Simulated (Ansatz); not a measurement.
Results of PBE (Ansatz, a quantum-chemistry and plane-wave program, PAW) for hcp Co.

Settings: plane-wave cutoff 500 eV, 36×36×18 k mesh (along the axes of the cell as run), Fermi–Dirac smearing 0.1 eV, spin-polarised with parallel moments, scalar-relativistic PAW data made under PBE.

Cell (relaxed at this level):

Co is taken in the hexagonal space group P6₃/mmc (No. 194), the hcp (Mg type) structure, Pearson symbol hP2. Cell: a = b = 2.493 Å, c = 4.037 Å, α = β = 90.00°, γ = 120.00°. Co on 2c is coordinated by 12 Co at 2.479–2.493 Å (anticuboctahedral). (Neighbours: up to the widest gap in distance over summed covalent radii, below 1.35, at either atom.)

### Question
Give the computed magnetic moment per atom (the cell's total over its atoms).

### Answer

- magnetic moment per atom (the cell's total over its atoms) = 1.61 μB

Moments are spin moments.

The computed numbers hold no vibrational or temperature effects.
